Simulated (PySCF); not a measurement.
Estimate the missing entries of this data sheet.

1,1,2-trichloroethane, C₂H₃Cl₃.
Numbering: `[Cl:1][CH2:2][CH:3]([Cl:4])[Cl:5]` (hydrogens: H6, H7 on C2; H8 on C3)

Conformer (atom-mapped SMILES and torsion angles): `[Cl:1][CH2:2][CH:3]([Cl:4])[Cl:5]`: Cl1–C2–C3–Cl4 -65°.

| property | level | value |
| --- | --- | --- |
| point group | PBE0-D3(BJ)/def2-TZVP | C1 |
| rotational constants A, B, C | PBE0-D3(BJ)/def2-TZVP | ? |
| dipole moment | CAM-B3LYP/aug-cc-pVTZ | 1.28 D |
| HOMO energy | CAM-B3LYP/aug-cc-pVTZ | ? |
| LUMO energy | CAM-B3LYP/aug-cc-pVTZ | 0.22 eV |
| lowest singlet excitation | TDDFT CAM-B3LYP/aug-cc-pVTZ | 7.06 eV (176 nm, f = 0.008) |
| strongest line among the 10 lowest singlet transitions | TDDFT CAM-B3LYP/aug-cc-pVTZ | ? |
| lowest triplet excitation (Tamm–Dancoff) | TDA CAM-B3LYP/aug-cc-pVTZ | 6.34 eV |
| static isotropic polarisability | CAM-B3LYP/aug-cc-pVTZ | 68.1 au |
| electronic spatial extent ⟨r²⟩ about the centre of nuclear charge | CAM-B3LYP/aug-cc-pVTZ | ? |
| 13C chemical shifts (computed TMS as zero) by class | GIAO PBE0/pcSseg-2 | 85.8 (C3), 57.3 (C2) ppm |
| 1H chemical shifts (computed TMS as zero) by class | GIAO PBE0/pcSseg-2 | 5.74 (H8), 3.77 (H6/H7) ppm |
| isotropic shieldings of nuclei other than C and H, by class | GIAO PBE0/pcSseg-2 | ? |

Gas-phase values; electronic properties from PySCF, density fitting. One conformer (not necessarily the lowest) at the PBE0-D3(BJ)/def2-TZVP geometry, without solvent or vibrations. The shieldings hold no spin–orbit term; for a carbon that bears several chlorines this term is known to matter. NMR classes are plain means over equivalent atoms (diastereotopic ones count apart unless rotation or inversion swaps them), as if these changed places fast; in this geometry the members of some classes differ.

**Question.** What is the HOMO energy?

**Answer.** -10.20 eV.

**Question.** The isotropic shieldings of nuclei other than C and H, by class?

**Answer.** 684 (Cl4/Cl5), 827 (Cl1) ppm.

**Question.** What is the strongest line among the 10 lowest singlet transitions?

**Answer.** S9 at 8.05 eV (154 nm, f = 0.022).

**Question.** What are the rotational constants A, B, C?

**Answer.** 3.578, 1.485, 1.085 GHz.

**Question.** Give the electronic spatial extent ⟨r²⟩ about the centre of nuclear charge.

**Answer.** 955 bohr².

In wavenumbers S1 is 57000 cm⁻¹ (1 eV = 8065.54 cm⁻¹). The largest Löwdin shares of the HOMO are 0.31 on Cl1, 0.30 on Cl4, 0.19 on Cl5 and 0.11 on C3. The principal polarisabilities are 54.3, 67.7 and 82.4 au; their mean is the isotropic value. With B = h/(8π²I), that is 505.379 GHz u Å² over I, the principal moments of inertia are 141.3, 340.3 and 465.7 u Å² (most abundant isotopes); the inertial defect Ic − Ia − Ib is -15.9 u Å² (zero for a rigid planar frame, negative otherwise). No computed singlet falls in the visible range (750 to 380 nm, 1.65 to 3.26 eV); S1 lies 3.80 eV above its blue end. The polarisability is 10.10 Å³ as a volume (1 au = 0.148185 Å³), or 1.03 au for each of the 66 electrons.
